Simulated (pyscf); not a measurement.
Elementary routes open to `[OH][PH][O][SiH3]` + `[H][H]` in the gas phase (singlet surface):
A. `[OH][PH][OH]` + `[SiH4]` (O–Si, H–H broken; H–O, H–Si formed)
B. `[SiH3][O][PH2]` + `[OH2]` (O–P, H–H broken; H–P, H–O formed)

Single points on ωB97X-D3(BJ)/def2-SVP structures (PySCF, gas phase).

Question: Rank the routes by free-energy barrier at 298 K, lowest first, for ωB97M-D3(BJ)/def2-TZVP energies (ideal gas, 1 atm, RRHO with modes under 100 cm⁻¹ raised to 100, one conformer, R ln 2 for chiral ones without a mode under 150 cm⁻¹).

Answer: A (264.4 kJ/mol), B (283.9 kJ/mol)

Route A is the fastest of these, ahead of the next by 19.4 kJ/mol. The most stable products are those of B (ΔG = +23.5 kJ/mol), whose barrier is 19.4 kJ/mol higher: the kinetic and the thermodynamic product differ. At 1200 K A is still the fastest. Only these routes are compared; each barrier is that of the saddle found, and lower ones may exist.
